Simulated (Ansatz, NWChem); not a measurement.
## Worked example: vertical ionisation energy of C4H4N2 (pyrazine)

The species is C4H4N2 (10 atoms), meant as a singlet with charge 0. SMILES: `c1cnccn1`. Geometry: relaxed at PBE0-D4/def2-TZVP.

Both states at this one shape; open shells run unrestricted unless said. 1 Eh = 27.2114 eV.

```
                                 level  program  singlet C4H4N2 (Eh)  doublet [C4H4N2]+ (Eh)  HOMO of the first (eV)
                     CAM-B3LYP/cc-pVDZ   Ansatz          -264.192343             -263.839935                   -8.49
B2PLYP/cc-pVDZ, 6 core orbitals frozen   NWChem          -264.062150             -263.727859                   -8.55
```

Task: Work out the vertical ionisation energy at each level.

Result: 
1. CAM-B3LYP/cc-pVDZ: -263.839935 − (-264.192343) = 0.352408 Eh = 9.59 eV; −ε(HOMO) = 8.49 eV.
2. B2PLYP/cc-pVDZ: -263.727859 − (-264.062150) = 0.334291 Eh = 9.10 eV; −ε(HOMO) = 8.55 eV.

No measured value is set beside it here; the levels span 9.10 to 9.59 eV.
